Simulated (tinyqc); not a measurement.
Worked calculation (part 2 of 2): UHF in the sto-6g basis, for H2O+, spin multiplicity 2. Computed by tinyqc, a small Python program that keeps every step (integrals from PySCF). Command: `OMP_NUM_THREADS=1 python tinyqc.py 20350 20351 out.jsonl` (the two numbers bound the seeds that draw the settings). One thread of a shared host (Intel(R) Xeon(R) Processor @ 2.60GHz), about 0.3 s of CPU time with the checks.

Geometry (angstrom):
```
atom         x          y         z
O     0.000000   0.000000  0.000000
H     0.000000   1.020000  0.945000
H     0.000000  -0.998000  0.925000
```

## Iteration 2: DIIS over 2 matrices

error matrix X^T (FDS - SDF) X (alpha):
```
           1          2         3          4          5          6          7
1   0.000000  -0.001825  0.000000   0.000168  -0.002144   0.004774   0.005206
2   0.001825   0.000000  0.000000  -0.000630  -0.052124   0.017909   0.016341
3   0.000000   0.000000  0.000000   0.000000   0.000000   0.000000   0.000000
4  -0.000168   0.000630  0.000000   0.000000  -0.000142  -0.134914   0.129692
5   0.002144   0.052124  0.000000   0.000142   0.000000  -0.125334  -0.119767
6  -0.004774  -0.017909  0.000000   0.134914   0.125334   0.000000  -0.000273
7  -0.005206  -0.016341  0.000000  -0.129692   0.119767   0.000273   0.000000
```

B (overlaps of the stored error matrices):
```
                1               2
1   5.0230676e-01  -2.5488031e-01
2  -2.5488031e-01   2.3957616e-01
```

Minimise |sum c_i e_i|^2 with sum c_i = 1: solve [B -1; -1 0][c; lambda] = [0; -1] with B_ij = tr e_i^T e_j summed over both spins, and take F = sum c_i F_i.

DIIS coefficients: 0.395046  0.604954

extrapolated F(alpha) (hartree), lower triangle:
```
             1O 1s      1O 2s     1O 2px     1O 2py     1O 2pz      2H 1s      3H 1s
1O 1s   -20.998058
1O 2s    -5.085483  -2.788599
1O 2px    0.000000   0.000000  -0.927431
1O 2py    0.000366   0.003050   0.000000  -0.737147
1O 2pz   -0.011178  -0.076744   0.000000   0.003753  -0.734824
2H 1s    -0.453728  -0.556976   0.000000  -0.290530  -0.293553  -0.516456
3H 1s    -0.485888  -0.588159   0.000000   0.301970  -0.304360  -0.162203  -0.531577
```

extrapolated F(beta) (hartree), lower triangle:
```
             1O 1s      1O 2s     1O 2px     1O 2py     1O 2pz      2H 1s      3H 1s
1O 1s   -20.970441
1O 2s    -5.043773  -2.596143
1O 2px    0.000000   0.000000  -0.043474
1O 2py    0.000358   0.002767   0.000000  -0.660371
1O 2pz   -0.010995  -0.070952   0.000000   0.004743  -0.659539
2H 1s    -0.449244  -0.532787   0.000000  -0.287475  -0.290208  -0.536742
3H 1s    -0.481112  -0.562460   0.000000   0.298749  -0.300873  -0.160047  -0.549686
```

## Iteration 2: diagonalisation and new density

X, lower triangle:
```
            1O 1s      1O 2s    1O 2px     1O 2py     1O 2pz      2H 1s     3H 1s
1O 1s    1.021590
1O 2s   -0.125336   1.071924
1O 2px   0.000000   0.000000  1.000000
1O 2py   0.000184  -0.001891  0.000000   1.026687
1O 2pz  -0.003604   0.032232  0.000000  -0.001112   1.020345
2H 1s    0.011886  -0.126804  0.000000  -0.097814  -0.080672   1.049174
3H 1s    0.012480  -0.135208  0.000000   0.102404  -0.085381  -0.041800  1.054266
```

Diagonalise F' = X^T F X, C = X C', fill 5 alpha and 4 beta electrons from the bottom; D(s) = C_occ C_occ^T. Each column has its largest component positive (the first on a tie).

F' = X^T F X (alpha) (hartree), lower triangle:
```
            1          2          3          4          5          6          7
1  -20.676075
2   -2.490009  -1.901043
3    0.000000   0.000000  -0.927431
4    0.000692  -0.000295   0.000000  -0.662437
5   -0.019078  -0.009169   0.000000   0.001168  -0.674529
6   -0.033426  -0.214506   0.000000  -0.219608  -0.198400  -0.360053
7   -0.038950  -0.227989   0.000000   0.226760  -0.206028  -0.042565  -0.360055
```

orbital energies (alpha) (hartree): MO1 -21.001123, MO2 -1.656296, MO3 -0.927431, MO4 -0.850308, MO5 -0.821633, MO6 -0.175288, MO7 -0.129544

coefficients C (alpha):
```
              MO1        MO2       MO3        MO4        MO5        MO6        MO7
1O 1s    0.996859  -0.244456  0.000000  -0.009556   0.049771   0.059434   0.008801
1O 2s    0.013574   0.996657  0.000000   0.049626  -0.257316  -0.367101  -0.056452
1O 2px   0.000000   0.000000  1.000000   0.000000   0.000000   0.000000   0.000000
1O 2py  -0.000051  -0.003529  0.000000   0.800619   0.128402  -0.075046   0.641111
1O 2pz   0.001145   0.083176  0.000000  -0.127248   0.818524  -0.597118  -0.079441
2H 1s   -0.001723   0.044623  0.000000   0.261493   0.321698   0.755004  -0.625233
3H 1s   -0.001834   0.048063  0.000000  -0.347682   0.226140   0.583335   0.796758
```

F' = X^T F X (beta) (hartree), lower triangle:
```
            1          2          3          4          5          6          7
1  -20.654833
2   -2.472843  -1.704563
3    0.000000   0.000000  -0.043474
4    0.000714  -0.000762   0.000000  -0.583228
5   -0.019518   0.000099   0.000000   0.002076  -0.597235
6   -0.034187  -0.211416   0.000000  -0.221504  -0.199980  -0.385532
7   -0.039708  -0.224843   0.000000   0.228799  -0.207685  -0.041809  -0.383807
```

orbital energies (beta) (hartree): MO1 -20.972628, MO2 -1.480094, MO3 -0.804000, MO4 -0.768273, MO5 -0.162541, MO6 -0.121663, MO7 -0.043474

coefficients C (beta):
```
              MO1        MO2        MO3        MO4        MO5        MO6       MO7
1O 1s    0.997369  -0.238523  -0.010428   0.061837   0.062930   0.011554  0.000000
1O 2s    0.011417   0.974089   0.053416  -0.315938  -0.378634  -0.071554  0.000000
1O 2px   0.000000   0.000000   0.000000   0.000000   0.000000   0.000000  1.000000
1O 2py  -0.000046  -0.003967   0.756817   0.104409  -0.106908   0.692119  0.000000
1O 2pz   0.001040   0.091770  -0.106058   0.779513  -0.646151  -0.105511  0.000000
2H 1s   -0.001461   0.075594   0.312728   0.362939   0.750937  -0.579364  0.000000
3H 1s   -0.001556   0.081058  -0.395048   0.263304   0.540813   0.790566  0.000000
```

D(alpha) after iteration 2, lower triangle:
```
            1O 1s      1O 2s    1O 2px     1O 2py    1O 2pz      2H 1s     3H 1s
1O 1s    1.056055
1O 2s   -0.243389   1.062184
1O 2px   0.000000   0.000000  1.000000
1O 2py  -0.000449   0.003173  0.000000   0.657490
1O 2pz   0.022764  -0.134021  0.000000   0.002929  0.693094
2H 1s    0.000886  -0.025351  0.000000   0.250506  0.233753   0.173862
3H 1s    0.001000  -0.027566  0.000000  -0.249494  0.233338  -0.016020  0.174336
```

D(beta) after iteration 2, lower triangle:
```
            1O 1s      1O 2s    1O 2px     1O 2py    1O 2pz      2H 1s     3H 1s
1O 1s    1.055571
1O 2s   -0.241050   1.051650
1O 2px   0.000000   0.000000  0.000000
1O 2py  -0.000535   0.003575  0.000000   0.583688
1O 2pz   0.028457  -0.162538  0.000000   0.000758  0.627311
2H 1s   -0.000306  -0.024343  0.000000   0.274272  0.256684   0.235240
3H 1s   -0.000485  -0.025350  0.000000  -0.271809  0.254584  -0.021849  0.231965
```

## Iteration 16 (converged): orbitals

converged F(alpha) (hartree), lower triangle:
```
             1O 1s      1O 2s     1O 2px     1O 2py     1O 2pz      2H 1s      3H 1s
1O 1s   -21.213786
1O 2s    -5.140028  -2.935365
1O 2px    0.000000   0.000000  -1.043903
1O 2py    0.000510   0.002323   0.000000  -0.952242
1O 2pz   -0.016370  -0.084101   0.000000  -0.004666  -0.960119
2H 1s    -0.458638  -0.589732   0.000000  -0.307260  -0.302598  -0.410786
3H 1s    -0.491227  -0.624277   0.000000   0.324473  -0.318202  -0.162259  -0.447133
```

converged F(beta) (hartree), lower triangle:
```
             1O 1s      1O 2s     1O 2px     1O 2py     1O 2pz      2H 1s      3H 1s
1O 1s   -21.166689
1O 2s    -5.070593  -2.624324
1O 2px    0.000000   0.000000  -0.127059
1O 2py    0.000486   0.003377   0.000000  -0.580940
1O 2pz   -0.015725  -0.029820   0.000000   0.014437  -0.608773
2H 1s    -0.451742  -0.573494   0.000000  -0.340270  -0.338121  -0.709551
3H 1s    -0.483789  -0.604380   0.000000   0.352031  -0.349705  -0.179216  -0.708759
```

As before.

F' = X^T F X (alpha) (hartree), lower triangle:
```
            1          2          3          4          5          6          7
1  -20.889542
2   -2.504311  -2.036633
3    0.000000   0.000000  -1.043903
4    0.001030  -0.002051   0.000000  -0.879152
5   -0.023513  -0.017173   0.000000  -0.008221  -0.904086
6   -0.030463  -0.244247   0.000000  -0.227678  -0.197132  -0.236353
7   -0.035925  -0.259036   0.000000   0.240158  -0.209612  -0.046309  -0.255209
```

orbital energies (alpha) (hartree): MO1 -21.216976, MO2 -1.797310, MO3 -1.043903, MO4 -1.013743, MO5 -0.994369, MO6 -0.113746, MO7 -0.064833

coefficients C (alpha):
```
              MO1        MO2       MO3        MO4        MO5        MO6        MO7
1O 1s    0.996804  -0.245343  0.000000  -0.000313   0.041699   0.064089   0.002428
1O 2s    0.013805   1.001101  0.000000   0.002749  -0.204465  -0.394521  -0.016739
1O 2px   0.000000   0.000000  1.000000   0.000000   0.000000   0.000000   0.000000
1O 2py  -0.000058  -0.002242  0.000000   0.897281  -0.029669   0.007830   0.517770
1O 2pz   0.001426   0.097500  0.000000   0.043275   0.915801  -0.453236  -0.021402
2H 1s   -0.001770   0.034499  0.000000   0.196485   0.144587   0.722754  -0.742786
3H 1s   -0.001882   0.039274  0.000000  -0.199268   0.175586   0.701415   0.765096
```

F' = X^T F X (beta) (hartree), lower triangle:
```
            1          2          3          4          5          6          7
1  -20.853071
2   -2.475438  -1.712368
3    0.000000   0.000000  -0.127059
4    0.000820  -0.000807   0.000000  -0.480653
5   -0.031268   0.063359   0.000000   0.011386  -0.527402
6   -0.032029  -0.234706   0.000000  -0.274071  -0.246735  -0.543263
7   -0.037308  -0.250608   0.000000   0.281636  -0.255093  -0.041065  -0.525874
```

orbital energies (beta) (hartree): MO1 -21.168474, MO2 -1.519775, MO3 -0.881101, MO4 -0.847031, MO5 -0.133308, MO6 -0.127059, MO7 -0.092944

coefficients C (beta):
```
              MO1        MO2        MO3        MO4        MO5       MO6        MO7
1O 1s    0.997644  -0.232158  -0.013675   0.074773  -0.067361  0.000000   0.012571
1O 2s    0.010245   0.943239   0.071008  -0.388911   0.385392  0.000000  -0.074224
1O 2px   0.000000   0.000000   0.000000   0.000000   0.000000  1.000000   0.000000
1O 2py  -0.000050  -0.004677   0.612298   0.090731   0.134000  0.000000   0.820382
1O 2pz   0.001184   0.053834  -0.119604   0.660631   0.767849  0.000000  -0.112798
2H 1s   -0.001310   0.121837   0.415819   0.497238  -0.664288  0.000000  -0.508463
3H 1s   -0.001397   0.127909  -0.530372   0.322606  -0.497410  0.000000   0.707312
```

D(alpha) after iteration 16, lower triangle:
```
            1O 1s      1O 2s    1O 2px     1O 2py    1O 2pz      2H 1s     3H 1s
1O 1s    1.055551
1O 2s   -0.240379   1.044207
1O 2px   0.000000   0.000000  1.000000
1O 2py  -0.001025   0.006287  0.000000   0.805998
1O 2pz   0.015675  -0.089504  0.000000   0.011440  0.850073
2H 1s   -0.004261   0.005490  0.000000   0.171935  0.144277   0.060705
3H 1s   -0.004127   0.002842  0.000000  -0.184096  0.156005  -0.012407  0.072084
```

D(beta) after iteration 16, lower triangle:
```
            1O 1s      1O 2s    1O 2px     1O 2py    1O 2pz      2H 1s     3H 1s
1O 1s    1.054969
1O 2s   -0.238811   1.046098
1O 2px   0.000000   0.000000  0.000000
1O 2py  -0.000553   0.003780  0.000000   0.383163
1O 2pz   0.039716  -0.214629  0.000000  -0.013545  0.453638
2H 1s    0.001901  -0.048947  0.000000   0.299151  0.285315   0.434997
3H 1s    0.000286  -0.042491  0.000000  -0.296073  0.283442  -0.044541  0.401732
```

## Convergence

Stop when the energy changes by less than 1e-08 hartree and every element of the error matrix X^T (F D S - S D F) X (for each spin) is below 3e-05.

Course of the cycle:
```
iteration   E (hartree)     change  largest element of the error matrix
1          -74.43779730          -                             1.57e-01
2          -75.14672356  -7.09e-01                             1.35e-01
3          -75.25156558  -1.05e-01                             2.21e-02
4          -75.25486588  -3.30e-03                             9.52e-03
5          -75.25612832  -1.26e-03                             8.31e-03
6          -75.25871816  -2.59e-03                             7.46e-03
7          -75.26259956  -3.88e-03                             5.25e-03
8          -75.26263929  -3.97e-05                             4.87e-03
9          -75.26308487  -4.46e-04                             1.43e-03
10         -75.26309363  -8.76e-06                             8.83e-04
11         -75.26310249  -8.87e-06                             1.26e-04
12         -75.26310261  -1.13e-07                             7.55e-05
13         -75.26310267  -7.03e-08                             6.07e-05
14         -75.26310272  -4.70e-08                             3.00e-05
15         -75.26310273  -1.24e-08                             2.28e-05
16         -75.26310274  -8.33e-09                             1.23e-05
```

PySCF UHF in the same basis, after a stability check = -75.26310274 hartree

Converged in 16 iterations.

## Populations, bond orders and dipole

overlap S, lower triangle:
```
           1O 1s     1O 2s    1O 2px     1O 2py    1O 2pz     2H 1s     3H 1s
1O 1s   1.000000
1O 2s   0.231145  1.000000
1O 2px  0.000000  0.000000  1.000000
1O 2py  0.000000  0.000000  0.000000   1.000000
1O 2pz  0.000000  0.000000  0.000000   0.000000  1.000000
2H 1s   0.020373  0.243945  0.000000   0.170819  0.158259  1.000000
3H 1s   0.021825  0.256486  0.000000  -0.178296  0.165254  0.116474  1.000000
```

Mulliken: Z minus the diagonal of D S on the atom; Loewdin: the same with S^(1/2) D S^(1/2); Mayer order: 2 sum_s sum (D(s) S)_ij (D(s) S)_ji over the two atoms.

Charges (e):
```
atom  Mulliken   Loewdin  Mulliken spin
1O    0.242040  0.301044       1.756846
2H    0.373123  0.345265      -0.401447
3H    0.384837  0.353691      -0.355399
```

Mayer bond orders:
```
pair     order
2-1   0.699052
3-1   0.725024
3-2   0.000568
```

dipole moment about the origin, x y z (debye): 0.000000  -0.025782  3.902053

<S^2> of the determinant (pure state: 0.75) = 1.064816
